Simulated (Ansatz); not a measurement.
# Low-lying states of C3

Computed with Ansatz's Gaussian-basis code (development build). State-averaged CASSCF with equal weights; occupations are averaged over the states; levels count from the state that is lowest in CASSCF. CASSCF levels without dynamic correlation can be off by over 1 eV. No symmetry is imposed, so a solution can break that of the shape. The lowest solution met needn't be the lowest there is, nor hold the orbitals that a chemist would pick.

Geometry:

```xyz
3

C     0.0000    0.0000    0.0000
C     0.0000    0.0000    1.6822
C     0.0000    0.0000   -1.6822
```

Basis cc-pVTZ, nonrelativistic, 3 orbitals frozen in the corrections; active space CAS(4,4). Averaged: 3 singlets.

Problem. Give the levels in order.

Solution. 

```csv
state,CASSCF (eV)
singlet,0.000
singlet,0.671
singlet,2.499
```

Occupations: 1.45, 1.33, 0.91, 0.31.

Same geometry.

Basis cc-pVTZ, nonrelativistic, 3 orbitals frozen in the corrections; active space CAS(4,4). Averaged: 1 singlet, 1 triplet.

Problem. Give the levels in order, with their spins.

Solution. 

| state | CASSCF (eV) |
| --- | --- |
| singlet | 0.000 |
| triplet | 0.789 |

Occupations: 1.71, 1.36, 0.67, 0.26.

Same geometry.

Basis cc-pVTZ, nonrelativistic, 3 orbitals frozen in the corrections; active space CAS(4,4). Averaged: 1 singlet, 1 triplet, 1 quintet.

Problem. Give the levels in order, with their spins.

Solution. 

| state | CASSCF (eV) |
| --- | --- |
| singlet | 0.000 |
| triplet | 1.249 |
| quintet | 2.329 |

Occupations: 1.47, 1.23, 0.77, 0.53.
